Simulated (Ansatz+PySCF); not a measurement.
The numbers below are computed, except where a source is named.
## Several solutions for singlet CH2S

| atom | x (Å) | y (Å) | z (Å) |
| --- | --- | --- | --- |
| C | 0.0000 | 0.0000 | -1.0216 |
| S | 0.0000 | 0.0000 | 0.5847 |
| H | 0.0000 | -0.9297 | -1.6128 |
| H | 0.0000 | 0.9297 | -1.6128 |

Basis set: def2-SVP (spherical functions). Charge 0, multiplicity 1.

UHF was run from several starts with Ansatz (development build ahead of 0.2.0) and PySCF 2.14.0.

| run | program | start | converged | energy (hartree) | <S²> |
| --- | --- | --- | --- | --- | --- |
| A | PySCF | program defaults | yes | -436.36758 | 0.00 |
| B | Ansatz | stability test followed | yes | -436.37022 | 0.29 |
| C | PySCF | guess huckel, instabilities followed | yes | -436.37023 | 0.29 |
| D | PySCF | guess atom, instabilities followed | yes | -436.37023 | 0.29 |
| E | PySCF | guess 1e, instabilities followed | yes | -436.37023 | 0.29 |
| F | PySCF | guess minao, instabilities followed | yes | -436.37023 | 0.29 |
| G | Ansatz | search for the lowest state | yes | -436.37022 | 0.29 |
| H | Ansatz | atomic start, no search | yes | -436.36758 | 0.00 |

Problem. Which runs reached the lowest solution of this kind, and what is wrong with the others?

Solution. B, C, D, E, F, G reached the lowest solution found. Converged but too high: A by 0.07 eV, H by 0.07 eV. Convergence only shows a stationary point, and even a stable one can lie too high; stability tests and further starts are what find lower ones. Caution: the unrestricted determinant is spin contaminated.
